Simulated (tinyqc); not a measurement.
MP2 on RHF in the sto-6g basis, frozen core, for H2O, spin multiplicity 1, step by step. Computed by tinyqc, a small Python program that keeps every step (integrals from PySCF). Settings: charge = 0, multiplicity = 1, basis = sto-6g, method = RHF, frozen orbitals = 1, energy threshold = 1e-10, iteration cap = 90, orthogonalisation = canonical, start = core, DIIS depth = 6. Command: `OMP_NUM_THREADS=1 python tinyqc.py 25631 25632 out.jsonl` (the two numbers bound the seeds that draw the settings). One thread of a shared host (Intel(R) Xeon(R) Processor @ 2.60GHz), about 0.2 s of CPU time with the checks. The early iterations of the SCF are left out here.

## One-electron integrals

Geometry (angstrom):
```
atom         x          y         z
O     0.000000   0.000000  0.000000
H     0.000000   0.687000  0.675000
H     0.000000  -0.687000  0.675000
```

Basis sto-6g: exponents (1/bohr^2) and contraction coefficients of normalised primitives:
```
element  l (shell)     exponent  coefficient
O            s (1)  1355.584234     0.009164
O            s (1)   248.544885     0.049361
O            s (1)    69.533902     0.168538
O            s (1)    23.886772     0.370563
O            s (1)     9.275933     0.416492
O            s (1)     3.820341     0.130334
O            s (2)    52.187762    -0.013253
O            s (2)    10.329320    -0.046992
O            s (2)     3.210345    -0.033785
O            s (2)     1.235135     0.250242
O            s (2)     0.536420     0.595117
O            s (2)     0.245881     0.240706
O            p (3)    52.187762     0.003760
O            p (3)    10.329320     0.037679
O            p (3)     3.210345     0.173897
O            p (3)     1.235135     0.418036
O            p (3)     0.536420     0.425860
O            p (3)     0.245881     0.101708
H            s (1)    35.523221     0.009164
H            s (1)     6.513144     0.049361
H            s (1)     1.822143     0.168538
H            s (1)     0.625955     0.370563
H            s (1)     0.243077     0.416492
H            s (1)     0.100112     0.130334
```

Overlap, kinetic and nuclear-attraction integrals over the contracted functions; the nuclear repulsion is the sum of Za Zb / Rab.

nuclear repulsion = 9.17621459 hartree

overlap S, order 1O 1s, 1O 2s, 1O 2px, 1O 2py, 1O 2pz, 2H 1s, 3H 1s:
$$\begin{pmatrix}
1.000000 & 0.231145 & 0.000000 & 0.000000 & 0.000000 & 0.054683 & 0.054683 \\
0.231145 & 1.000000 & 0.000000 & 0.000000 & 0.000000 & 0.472928 & 0.472928 \\
0.000000 & 0.000000 & 1.000000 & 0.000000 & 0.000000 & 0.000000 & 0.000000 \\
0.000000 & 0.000000 & 0.000000 & 1.000000 & 0.000000 & 0.278655 & -0.278655 \\
0.000000 & 0.000000 & 0.000000 & 0.000000 & 1.000000 & 0.273788 & 0.273788 \\
0.054683 & 0.472928 & 0.000000 & 0.278655 & 0.273788 & 1.000000 & 0.306764 \\
0.054683 & 0.472928 & 0.000000 & -0.278655 & 0.273788 & 0.306764 & 1.000000
\end{pmatrix}$$

kinetic energy T (hartree), order 1O 1s, 1O 2s, 1O 2px, 1O 2py, 1O 2pz, 2H 1s, 3H 1s:
$$\begin{pmatrix}
29.327197 & -0.896024 & 0.000000 & 0.000000 & 0.000000 & -0.002643 & -0.002643 \\
-0.896024 & 0.842618 & 0.000000 & 0.000000 & 0.000000 & 0.125122 & 0.125122 \\
0.000000 & 0.000000 & 2.531309 & 0.000000 & 0.000000 & 0.000000 & 0.000000 \\
0.000000 & 0.000000 & 0.000000 & 2.531309 & 0.000000 & 0.197859 & -0.197859 \\
0.000000 & 0.000000 & 0.000000 & 0.000000 & 2.531309 & 0.194403 & 0.194403 \\
-0.002643 & 0.125122 & 0.000000 & 0.197859 & 0.194403 & 0.768522 & 0.023458 \\
-0.002643 & 0.125122 & 0.000000 & -0.197859 & 0.194403 & 0.023458 & 0.768522
\end{pmatrix}$$

nuclear attraction V (hartree), order 1O 1s, 1O 2s, 1O 2px, 1O 2py, 1O 2pz, 2H 1s, 3H 1s:
$$\begin{pmatrix}
-62.357200 & -6.405283 & 0.000000 & 0.000000 & -0.022739 & -1.736985 & -1.736985 \\
-6.405283 & -10.084960 & 0.000000 & 0.000000 & -0.253557 & -3.838852 & -3.838852 \\
0.000000 & 0.000000 & -10.002018 & 0.000000 & 0.000000 & 0.000000 & 0.000000 \\
0.000000 & 0.000000 & 0.000000 & -10.128003 & 0.000000 & -2.012340 & 2.012340 \\
-0.022739 & -0.253557 & 0.000000 & 0.000000 & -10.123640 & -2.071803 & -2.071803 \\
-1.736985 & -3.838852 & 0.000000 & -2.012340 & -2.071803 & -5.860800 & -1.928751 \\
-1.736985 & -3.838852 & 0.000000 & 2.012340 & -2.071803 & -1.928751 & -5.860800
\end{pmatrix}$$

core Hamiltonian H = T + V (hartree), order 1O 1s, 1O 2s, 1O 2px, 1O 2py, 1O 2pz, 2H 1s, 3H 1s:
$$\begin{pmatrix}
-33.030003 & -7.301307 & 0.000000 & 0.000000 & -0.022739 & -1.739628 & -1.739628 \\
-7.301307 & -9.242341 & 0.000000 & 0.000000 & -0.253557 & -3.713730 & -3.713730 \\
0.000000 & 0.000000 & -7.470709 & 0.000000 & 0.000000 & 0.000000 & 0.000000 \\
0.000000 & 0.000000 & 0.000000 & -7.596694 & 0.000000 & -1.814481 & 1.814481 \\
-0.022739 & -0.253557 & 0.000000 & 0.000000 & -7.592331 & -1.877400 & -1.877400 \\
-1.739628 & -3.713730 & 0.000000 & -1.814481 & -1.877400 & -5.092278 & -1.905293 \\
-1.739628 & -3.713730 & 0.000000 & 1.814481 & -1.877400 & -1.905293 & -5.092278
\end{pmatrix}$$

## Two-electron integrals

Functions are numbered as in S; the eight-fold symmetry (ij|kl) = (ji|kl) = (kl|ij) leaves the list below.

Two-electron integrals (ij|kl) in chemists' order, unique and non-zero (hartree):
```
(11|11) 4.787491    (21|11) 0.675884    (21|21) 0.121505    (22|11) 1.117379
(22|21) 0.249212    (22|22) 0.817383    (31|31) 0.025762    (32|31) 0.039145
(32|32) 0.180664    (33|11) 1.117381    (33|21) 0.249212    (33|22) 0.817382
(33|33) 0.880663    (41|41) 0.025762    (42|41) 0.039145    (42|42) 0.180664
(43|43) 0.047461    (44|11) 1.117381    (44|21) 0.249212    (44|22) 0.817382
(44|33) 0.785741    (44|44) 0.880663    (51|51) 0.025762    (52|51) 0.039145
(52|52) 0.180664    (53|53) 0.047461    (54|54) 0.047461    (55|11) 1.117381
(55|21) 0.249212    (55|22) 0.817382    (55|33) 0.785741    (55|44) 0.785741
(55|55) 0.880663    (61|11) 0.170714    (61|21) 0.029404    (61|22) 0.058950
(61|33) 0.058822    (61|41) 0.001023    (61|42) 0.001994    (61|44) 0.059017
(61|51) 0.001005    (61|52) 0.001959    (61|54) 0.000192    (61|55) 0.059010
(61|61) 0.007253    (62|11) 0.399543    (62|21) 0.090282    (62|22) 0.325948
(62|33) 0.320651    (62|41) 0.005131    (62|42) 0.037217    (62|44) 0.328736
(62|51) 0.005041    (62|52) 0.036567    (62|54) 0.007944    (62|55) 0.328456
(62|61) 0.021942    (62|62) 0.159046    (63|31) 0.010228    (63|32) 0.056905
(63|43) 0.007748    (63|53) 0.007613    (63|63) 0.023006    (64|11) 0.200496
(64|21) 0.045964    (64|22) 0.177011    (64|33) 0.168946    (64|41) 0.012548
(64|42) 0.076200    (64|44) 0.188868    (64|51) 0.002279    (64|52) 0.018958
(64|54) 0.011961    (64|55) 0.173218    (64|61) 0.011706    (64|62) 0.105046
(64|64) 0.091718    (65|11) 0.196994    (65|21) 0.045162    (65|22) 0.173919
(65|33) 0.165995    (65|41) 0.002279    (65|42) 0.018958    (65|44) 0.170343
(65|51) 0.012468    (65|52) 0.075532    (65|54) 0.012020    (65|55) 0.185418
(65|61) 0.011502    (65|62) 0.103211    (65|64) 0.067512    (65|65) 0.089338
(66|11) 0.529109    (66|21) 0.121771    (66|22) 0.501040    (66|33) 0.480813
(66|41) 0.009330    (66|42) 0.091224    (66|44) 0.511688    (66|51) 0.009167
(66|52) 0.089631    (66|54) 0.030335    (66|55) 0.510618    (66|61) 0.029937
(66|62) 0.303768    (66|64) 0.229359    (66|65) 0.225353    (66|66) 0.774999
(71|11) 0.170714    (71|21) 0.029404    (71|22) 0.058950    (71|33) 0.058822
(71|41) -0.001023   (71|42) -0.001994   (71|44) 0.059017    (71|51) 0.001005
(71|52) 0.001959    (71|54) -0.000192   (71|55) 0.059010    (71|61) 0.007164
(71|62) 0.021337    (71|64) 0.010311    (71|65) 0.011179    (71|66) 0.028755
(71|71) 0.007253    (72|11) 0.399543    (72|21) 0.090282    (72|22) 0.325948
(72|33) 0.320651    (72|41) -0.005131   (72|42) -0.037217   (72|44) 0.328736
(72|51) 0.005041    (72|52) 0.036567    (72|54) -0.007944   (72|55) 0.328456
(72|61) 0.021337    (72|62) 0.134155    (72|64) 0.060306    (72|65) 0.084923
(72|66) 0.216367    (72|71) 0.021942    (72|72) 0.159046    (73|31) 0.010228
(73|32) 0.056905    (73|43) -0.007748   (73|53) 0.007613    (73|63) 0.018962
(73|73) 0.023006    (74|11) -0.200496   (74|21) -0.045964   (74|22) -0.177011
(74|33) -0.168946   (74|41) 0.012548    (74|42) 0.076200    (74|44) -0.188868
(74|51) -0.002279   (74|52) -0.018958   (74|54) 0.011961    (74|55) -0.173218
(74|61) -0.010311   (74|62) -0.060306   (74|64) -0.008416   (74|65) -0.037240
(74|66) -0.083911   (74|71) -0.011706   (74|72) -0.105046   (74|74) 0.091718
(75|11) 0.196994    (75|21) 0.045162    (75|22) 0.173919    (75|33) 0.165995
(75|41) -0.002279   (75|42) -0.018958   (75|44) 0.170343    (75|51) 0.012468
(75|52) 0.075532    (75|54) -0.012020   (75|55) 0.185418    (75|61) 0.011179
(75|62) 0.084923    (75|64) 0.037240    (75|65) 0.071922    (75|66) 0.151077
(75|71) 0.011502    (75|72) 0.103211    (75|74) -0.067512   (75|75) 0.089338
(76|11) 0.188101    (76|21) 0.042991    (76|22) 0.169172    (76|33) 0.164819
(76|44) 0.167452    (76|51) 0.003722    (76|52) 0.032342    (76|55) 0.175244
(76|61) 0.010382    (76|62) 0.084449    (76|64) 0.047721    (76|65) 0.061623
(76|66) 0.170559    (76|71) 0.010382    (76|72) 0.084449    (76|74) -0.047721
(76|75) 0.061623    (76|76) 0.054961    (77|11) 0.529109    (77|21) 0.121771
(77|22) 0.501040    (77|33) 0.480813    (77|41) -0.009330   (77|42) -0.091224
(77|44) 0.511688    (77|51) 0.009167    (77|52) 0.089631    (77|54) -0.030335
(77|55) 0.510618    (77|61) 0.028755    (77|62) 0.216367    (77|64) 0.083911
(77|65) 0.151077    (77|66) 0.373591    (77|71) 0.029937    (77|72) 0.303768
(77|74) -0.229359   (77|75) 0.225353    (77|76) 0.170559    (77|77) 0.774999
```

## Orthogonalisation

S = U s U^T; canonical form X = U s^(-1/2), so that X^T S X = 1. Each column of U has its largest component positive (the first on a tie).

eigenvalues of S: [0.347246, 0.423743, 0.878514, 1.000000, 1.103311, 1.269493, 1.977693]

X, order 1O 1s, 1O 2s, 1O 2px, 1O 2py, 1O 2pz, 2H 1s, 3H 1s:
$$\begin{pmatrix}
-0.288949 & 0.000000 & 0.757856 & 0.000000 & 0.624143 & 0.000000 & 0.136108 \\
1.162019 & 0.000000 & -0.330792 & 0.000000 & 0.333876 & 0.000000 & 0.397188 \\
0.000000 & 0.000000 & 0.000000 & 1.000000 & 0.000000 & 0.000000 & 0.000000 \\
0.000000 & -0.867165 & 0.000000 & 0.000000 & 0.000000 & 0.732608 & 0.000000 \\
0.613483 & 0.000000 & 0.643259 & 0.000000 & -0.615139 & 0.000000 & 0.211312 \\
-0.731320 & 0.896645 & -0.142715 & 0.000000 & -0.116058 & 0.354261 & 0.377295 \\
-0.731320 & -0.896645 & -0.142715 & 0.000000 & -0.116058 & -0.354261 & 0.377295
\end{pmatrix}$$

## Iteration 8 (converged): orbitals

converged F (hartree), order 1O 1s, 1O 2s, 1O 2px, 1O 2py, 1O 2pz, 2H 1s, 3H 1s:
$$\begin{pmatrix}
-20.515730 & -4.966090 & 0.000000 & 0.000000 & -0.029630 & -1.183513 & -1.183513 \\
-4.966090 & -2.351260 & 0.000000 & 0.000000 & -0.140433 & -1.010294 & -1.010294 \\
0.000000 & 0.000000 & -0.405297 & 0.000000 & 0.000000 & 0.000000 & 0.000000 \\
0.000000 & 0.000000 & 0.000000 & -0.312654 & 0.000000 & -0.361938 & 0.361938 \\
-0.029630 & -0.140433 & 0.000000 & 0.000000 & -0.367986 & -0.416688 & -0.416688 \\
-1.183513 & -1.010294 & 0.000000 & -0.361938 & -0.416688 & -0.587068 & -0.452744 \\
-1.183513 & -1.010294 & 0.000000 & 0.361938 & -0.416688 & -0.452744 & -0.587068
\end{pmatrix}$$

Diagonalise F' = X^T F X, C = X C', fill 5 alpha and 5 beta electrons from the bottom; D = 2 C_occ C_occ^T. Each column has its largest component positive (the first on a tie).

F' = X^T F X (hartree):
$$\begin{pmatrix}
0.188287 & 0.000000 & 1.626899 & 0.000000 & 1.133769 & 0.000000 & 0.093499 \\
0.000000 & 0.674589 & 0.000000 & 0.000000 & 0.000000 & -0.139839 & 0.000000 \\
1.626899 & 0.000000 & -9.239972 & 0.000000 & -9.194600 & 0.000000 & -3.491224 \\
0.000000 & 0.000000 & 0.000000 & -0.405297 & 0.000000 & 0.000000 & 0.000000 \\
1.133769 & 0.000000 & -9.194600 & 0.000000 & -10.030133 & 0.000000 & -3.817084 \\
0.000000 & -0.139839 & 0.000000 & 0.000000 & 0.000000 & -0.577262 & 0.000000 \\
0.093499 & 0.000000 & -3.491224 & 0.000000 & -3.817084 & 0.000000 & -2.607266
\end{pmatrix}$$

orbital energies (hartree): MO1 -20.518913, MO2 -1.288269, MO3 -0.592693, MO4 -0.489758, MO5 -0.405297, MO6 0.607856, MO7 0.690020

coefficients C, order 1O 1s, 1O 2s, 1O 2px, 1O 2py, 1O 2pz, 2H 1s, 3H 1s:
$$\begin{pmatrix}
0.996676 & -0.220705 & 0.000000 & 0.103246 & 0.000000 & -0.114825 & 0.000000 \\
0.015750 & 0.835247 & 0.000000 & -0.570962 & 0.000000 & 0.839680 & 0.000000 \\
0.000000 & 0.000000 & 0.000000 & 0.000000 & 1.000000 & 0.000000 & 0.000000 \\
0.000000 & 0.000000 & 0.633078 & 0.000000 & 0.000000 & 0.000000 & 0.942285 \\
0.003450 & 0.141598 & 0.000000 & 0.733879 & 0.000000 & 0.809043 & 0.000000 \\
-0.003632 & 0.152821 & 0.450467 & 0.294569 & 0.000000 & -0.775164 & -0.852381 \\
-0.003632 & 0.152821 & -0.450467 & 0.294569 & 0.000000 & -0.775164 & 0.852381
\end{pmatrix}$$

D after iteration 8, order 1O 1s, 1O 2s, 1O 2px, 1O 2py, 1O 2pz, 2H 1s, 3H 1s:
$$\begin{pmatrix}
2.105465 & -0.455189 & 0.000000 & 0.000000 & 0.095914 & -0.013870 & -0.013870 \\
-0.455189 & 2.047765 & 0.000000 & 0.000000 & -0.601386 & -0.081204 & -0.081204 \\
0.000000 & 0.000000 & 2.000000 & 0.000000 & 0.000000 & 0.000000 & 0.000000 \\
0.000000 & 0.000000 & 0.000000 & 0.801576 & 0.000000 & 0.570362 & -0.570362 \\
0.095914 & -0.601386 & 0.000000 & 0.000000 & 1.117281 & 0.475610 & 0.475610 \\
-0.013870 & -0.081204 & 0.000000 & 0.570362 & 0.475610 & 0.626118 & -0.185564 \\
-0.013870 & -0.081204 & 0.000000 & -0.570362 & 0.475610 & -0.185564 & 0.626118
\end{pmatrix}$$

## Convergence

Stop when the energy changes by less than 1e-10 hartree and every element of the error matrix X^T (F D S - S D F) X is below 3e-06.

Course of the cycle:
```
iteration   E (hartree)     change  largest element of the error matrix
1          -73.92637648          -                             1.02e+00
2          -75.63772815  -1.71e+00                             2.16e-01
3          -75.67428691  -3.66e-02                             3.68e-02
4          -75.67554361  -1.26e-03                             5.09e-03
5          -75.67558360  -4.00e-05                             1.44e-03
6          -75.67558750  -3.91e-06                             1.56e-04
7          -75.67558755  -4.35e-08                             7.46e-08
8          -75.67558755   4.26e-14                             2.63e-10
```

PySCF RHF in the same basis = -75.67558755 hartree

Converged in 8 iterations.

## Integrals over molecular orbitals

(pq|rs) = sum C_ip C_jq C_kr C_ls (ij|kl), one index at a time.

one-electron integrals over orbitals h = C^T H C (hartree):
$$\begin{pmatrix}
-33.016609 & 0.562766 & 0.000000 & -0.259876 & 0.000000 & 0.298744 & 0.000000 \\
0.562766 & -7.726385 & 0.000000 & 0.474237 & 0.000000 & -1.405142 & 0.000000 \\
0.000000 & 0.000000 & -6.407893 & 0.000000 & 0.000000 & 0.000000 & -1.666431 \\
-0.259876 & 0.474237 & 0.000000 & -6.935275 & 0.000000 & -1.127532 & 0.000000 \\
0.000000 & 0.000000 & 0.000000 & 0.000000 & -7.470709 & 0.000000 & 0.000000 \\
0.298744 & -1.405142 & 0.000000 & -1.127532 & 0.000000 & -5.504096 & 0.000000 \\
0.000000 & 0.000000 & -1.666431 & 0.000000 & 0.000000 & 0.000000 & -5.546682
\end{pmatrix}$$

Two-electron integrals over orbitals (pq|rs), unique and non-zero (hartree); the lowest 1 orbital is frozen and left out:
```
(22|22) 0.735054    (32|32) 0.142231    (33|22) 0.653307    (33|33) 0.639594
(42|22) 0.003294    (42|33) 0.004138    (42|42) 0.122917    (43|32) 0.016475
(43|43) 0.049994    (44|22) 0.667673    (44|33) 0.600642    (44|42) -0.101469
(44|44) 0.762367    (52|52) 0.144106    (53|53) 0.029502    (54|52) -0.050319
(54|54) 0.056944    (55|22) 0.748842    (55|33) 0.635880    (55|42) -0.075475
(55|44) 0.719197    (55|55) 0.880663    (62|22) 0.147411    (62|33) 0.083779
(62|42) 0.018473    (62|44) 0.079274    (62|55) 0.158291    (62|62) 0.105324
(63|32) -0.028995   (63|43) -0.026529   (63|63) 0.061939    (64|22) 0.095433
(64|33) 0.046664    (64|42) -0.048136   (64|44) 0.128123    (64|55) 0.123820
(64|62) 0.057561    (64|64) 0.079732    (65|52) 0.056115    (65|54) -0.000787
(65|65) 0.038058    (66|22) 0.630854    (66|33) 0.580165    (66|42) 0.053318
(66|44) 0.561815    (66|55) 0.602883    (66|62) 0.106352    (66|64) 0.045477
(66|66) 0.614265    (72|32) 0.038091    (72|43) -0.038090   (72|63) 0.035966
(72|72) 0.060922    (73|22) 0.131618    (73|33) 0.090489    (73|42) -0.084906
(73|44) 0.149442    (73|55) 0.187152    (73|62) 0.075209    (73|64) 0.087542
(73|66) 0.039238    (73|73) 0.157208    (74|32) -0.080982   (74|43) 0.000010
(74|63) 0.042608    (74|72) -0.013969   (74|74) 0.073704    (75|53) 0.023422
(75|75) 0.023124    (76|32) 0.092008    (76|43) 0.048006    (76|63) -0.054361
(76|72) -0.014109   (76|74) -0.060175   (76|76) 0.109536    (77|22) 0.620483
(77|33) 0.610981    (77|42) -0.007587   (77|44) 0.597176    (77|55) 0.614052
(77|62) 0.066473    (77|64) 0.036425    (77|66) 0.574115    (77|73) 0.077320
(77|77) 0.613301
```

## Second-order Moller-Plesset energy

Hartree-Fock energy = -75.67558755 hartree

E2 = sum_ijab (ia|jb) [2 (ia|jb) - (ib|ja)] / (e_i + e_j - e_a - e_b) over occupied i, j and virtual a, b; the opposite-spin part is (ia|jb)^2 / denominator, the rest is same-spin, and SCS-MP2 scales them by 6/5 and 1/3.

Terms:
```
i  j  a  b    (ia|jb)    (ib|ja)  denominator       term
3  3  7  7   0.157208   0.157208    -2.565425  -0.009634
3  4  7  6   0.087542   0.042608    -2.380326  -0.004872
4  3  6  7   0.087542   0.042608    -2.380326  -0.004872
2  2  6  6   0.105324   0.105324    -3.792250  -0.002925
4  4  6  6   0.079732   0.079732    -2.195228  -0.002896
2  3  6  7   0.075209   0.035966    -3.178838  -0.002708
3  2  7  6   0.075209   0.035966    -3.178838  -0.002708
4  4  7  7   0.073704   0.073704    -2.359556  -0.002302
3  3  6  6   0.061939   0.061939    -2.401097  -0.001598
2  4  6  6   0.057561   0.057561    -2.993739  -0.001107
4  2  6  6   0.057561   0.057561    -2.993739  -0.001107
2  2  7  7   0.060922   0.060922    -3.956579  -0.000938
5  5  6  6   0.038058   0.038058    -2.026306  -0.000715
5  5  7  7   0.023124   0.023124    -2.190635  -0.000244
2  4  7  7  -0.013969  -0.013969    -3.158068  -0.000062
4  2  7  7  -0.013969  -0.013969    -3.158068  -0.000062
3  4  6  7   0.042608   0.087542    -2.380326   0.000042
4  3  7  6   0.042608   0.087542    -2.380326   0.000042
2  3  7  6   0.035966   0.075209    -3.178838   0.000037
3  2  6  7   0.035966   0.075209    -3.178838   0.000037
```

Pair energies (hartree; pair i-j sums ij and ji):
```
pair  opposite spin  same spin
2-2       -0.003863   0.000000
3-2       -0.004373  -0.000969
3-3       -0.011231   0.000000
4-2       -0.002337   0.000000
4-3       -0.007964  -0.001696
4-4       -0.005198   0.000000
5-5       -0.000959   0.000000
```

MP2 correlation energy = -0.03859130 hartree

SCS-MP2 correlation energy = -0.04399955 hartree

MP2 total energy = -75.71417885 hartree
